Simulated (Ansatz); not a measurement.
**COS+ (doublet): one species, many methods**

The task here is to estimate one member of a computed series from the others.

Method: functionals in def2-TZVPP, the program's frozen cores in correlated methods; program: Ansatz 0.2.0, Gaussian basis.

The runs, in order: LDA (SPW92), PBE-D4, revPBE-D4, BLYP-D4, r2SCAN-D4, B97M-V, PBE0-D4, B3LYP-D4, r2SCANh-D4, r2SCAN0-D4, HSE06-D4, BHLYP-D4, CAM-B3LYP-D4, LC-ωPBE, ωB97X-V, ωB97M-V, B2PLYP, PBE-QIDH; CCSD(T)/def2-SVP; CCSD(T)/def2-TZVPP; CCSD(T)/def2-QZVPP; extrapolation to the limit; RPA on PBE.

## The geometry

The geometry comes from an earlier relaxation with PBE0-D4 in a triple-zeta def2 set; it is a stationary point.

SMILES `O=C=[S+]`, 3 atoms, charge 1, spin multiplicity 2.

Atoms are counted from 1 here; the program's logs count them from 0.

Bond lengths: O1–C2 1.127 Å, C2–S3 1.624 Å. Angles: O1–C2–S3 180.0°.

Set-up of the first run:

File in.yaml:

```yaml
crystal:
  periodic: [false, false, false]
  atoms:
    - {symbol: O, position_ang: [0.924812, 0.688544, 0.584094]}
    - {symbol: C, position_ang: [0.118728, 0.088387, 0.074986]}
    - {symbol: S, position_ang: [-1.043540, -0.776931, -0.659080]}
basis:
  gaussian: {orbitals: def2-TZVPP}
total_charge: 1
magnetization: {spin_polarized: true, initial_magnetization: 1}
hamiltonian: {xc: lda}
output: {orbitals: {seedname: orbitals}}
```

The run is started by

```
$ ansatz run in.yaml --threads 2 --pin off --events-out ev --progress --plain --max-ram 32768MiB --backend cpu
```

Among the steps run: LDA; PBE-D4 (GGA); revPBE-D4 (GGA); BLYP-D4 (GGA); r2SCAN-D4 (meta-GGA); B97M-V (meta-GGA); B3LYP-D4 (hybrid); r2SCANh-D4 (hybrid); r2SCAN0-D4 (hybrid); HSE06-D4 (hybrid); BHLYP-D4 (hybrid); CAM-B3LYP-D4 (range-separated); LC-ωPBE (range-separated); ωB97X-V (range-separated); ωB97M-V (range-separated); B2PLYP (double hybrid); PBE-QIDH (double hybrid).

One table of the session follows, with a row left open; its other results are not shown here.

It belongs to the step «Frontier levels by functional». Levels, from each run's orbital file (highest filled and lowest empty over both spins):

| functional | HOMO (eV) | LUMO (eV) | gap (eV) |
| --- | --- | --- | --- |
| LDA (SPW92) | -15.22 | -15.22 | 0.00 |
| PBE-D4 | -15.10 | -14.75 | 0.35 |
| revPBE-D4 | -15.06 | -14.64 | 0.42 |
| BLYP-D4 | -14.95 | -14.68 | 0.27 |
| r2SCAN-D4 | -15.39 | -14.40 | 0.99 |
| B97M-V | -15.42 | -14.50 | 0.92 |
| PBE0-D4 | ? | ? | ? |
| B3LYP-D4 | -16.12 | -13.95 | 2.18 |
| r2SCANh-D4 | -15.86 | -13.97 | 1.89 |
| r2SCAN0-D4 | -16.55 | -13.32 | 3.24 |
| HSE06-D4 | -15.96 | -13.98 | 1.99 |
| BHLYP-D4 | -17.49 | -12.37 | 5.12 |
| CAM-B3LYP-D4 | -17.69 | -12.41 | 5.28 |
| LC-ωPBE | -19.07 | -10.94 | 8.13 |
| ωB97X-V | -18.69 | -11.35 | 7.34 |
| ωB97M-V | -18.48 | -11.40 | 7.07 |

**Question.** Estimate the row for PBE0-D4.

As computed: HOMO (eV): -16.37; LUMO (eV): -13.58; gap (eV): 2.79. In the column «HOMO (eV)» it lies between r2SCAN0-D4 (-16.55) and B3LYP-D4 (-16.12).
